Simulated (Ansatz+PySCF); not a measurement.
A calculation with Ansatz (development build ahead of 0.2.0).

```yaml
crystal:
  periodic: [false, false, false]
  atoms:
    - { symbol: S, position_ang: [0.0, 0.0, 0.0] }
    - { symbol: H, position_ang: [1.56334, 0.0, 1.3118] }
    - { symbol: H, position_ang: [-1.56334, 0.0, 1.3118] }
basis:
  gaussian: { orbitals: "6-31G" }
magnetization:
  initial_magnetization: 2
hamiltonian:
  xc: hf
correlation:
  method: fci
  frozen_orbitals: { H: 0, S: 5 }
```

The input is written out in the form of the current development build from the run's settings.

Output:

- Converged: yes
- Total energy: -398.52188 hartree
- State: lowest triplet root, of any spatial symmetry
